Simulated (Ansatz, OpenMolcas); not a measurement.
**Heat of formation of C3H6O2 (methyl acetate) from total energies**

C3H6O2 has 11 atoms, charge 0, and is taken as a singlet. As SMILES, `COC(C)=O`. Geometry: relaxed at PBE0-D4/def2-TZVP. This is one conformer, not always the lowest.

Total energies at HF/6-31G* (spherical functions) (OpenMolcas 26.06); the atoms run unrestricted:

| species | state | energy (Eh) |
| --- | --- | --- |
| C3H6O2 | singlet | -266.834320 |
| C | triplet | -37.680577 |
| O | triplet | -74.783181 |
| H | doublet | -0.498233 |

Harmonic wavenumbers at PBE0-D4/def2-TZVP, in cm⁻¹: 42, 136, 182, 286, 427, 615, 654, 878, 996, 1064, 1101, 1177, 1211, 1293, 1394, 1461, 1468, 1472, 1478, 1493, 1836, 3066, 3074, 3143, 3144, 3177, 3190.

Measured heats of formation of the gaseous atoms at 298.15 K, in kJ/mol: C 716.9, O 249.2, H 218.0. Spin-orbit lowering of the atoms at 298 K (mean of the ground term's levels less their thermal mean, from spectra), in kJ/mol: C 0.02, O 0.40. Take 1 Eh = 2625.50 kJ/mol, 1 cm⁻¹ = 0.0119627 kJ/mol, RT = 2.479 kJ/mol.

What heat of formation follows?


1. Electronic atomisation energy: 3 × (-37.680577) + 2 × (-74.783181) + 6 × (-0.498233) − (-266.834320) = 1.236829 Eh = 3247.3 kJ/mol.
2. Zero-point energy: half the sum of the wavenumbers, 19729 cm⁻¹ = 236.0 kJ/mol.
3. Thermal vibrational enthalpy, Σ hcν̃/(exp(hcν̃/kT) − 1): 8.8 kJ/mol. Translation, rotation and pV of a non-linear molecule: 4 RT = 9.9 kJ/mol.
4. The 11 free atoms carry 5/2 RT each: 68.2 kJ/mol.
5. Spin-orbit coupling lowers the free atoms by 3 × 0.02 + 2 × 0.40 = 0.9 kJ/mol.
6. Atomisation enthalpy at 298 K: 3247.3 − 0.9 − 236.0 − 8.8 − 9.9 + 68.2 = 3059.9 kJ/mol.
7. Sum of the atoms' heats of formation: 3957.1 kJ/mol. Heat of formation: 3957.1 − 3059.9 = +897.2 kJ/mol.

The tabulated value is -413.3 kJ/mol (CRC Handbook of Chemistry and Physics), so this level is off by +1310.5 kJ/mol, or 30.0 % of the atomisation enthalpy. Hartree–Fock leaves out correlation, which is larger in the molecule than in the atoms, so it underbinds and puts the heat of formation too high. Anharmonicity and any spin-orbit splitting of the molecule are left out.
